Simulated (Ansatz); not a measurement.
Results of r²SCAN+rVV10 in Ansatz (PAW) for solid bromine.

Settings: plane-wave cutoff 500 eV, 8×8×4 k mesh (along the axes of the cell as run), gaussian smearing 0.02 eV, scalar-relativistic PAW data made under PBE.

Cell (relaxed at this level):

```
Br
1.0
    2.08488    -3.37546     0.00000
    2.08488     3.37546     0.00000
    0.00000     0.00000     8.66519
Br
4
Cartesian
  3.56288   0.00000   7.65381
  2.69175   0.00000   3.32121
  1.47800   0.00000   5.34398
  0.60688   0.00000   1.01138
```

Problem. What does this level give for the band gap?

Solution. 
* **band gap**: 1.63 eV (on the SCF k mesh)

Spin–orbit coupling is not included.

Computed values are for the static lattice.

It cost about 2.5 core-minutes (a rough figure) of CPU time.

Ansatz is a quantum-chemistry and plane-wave program.
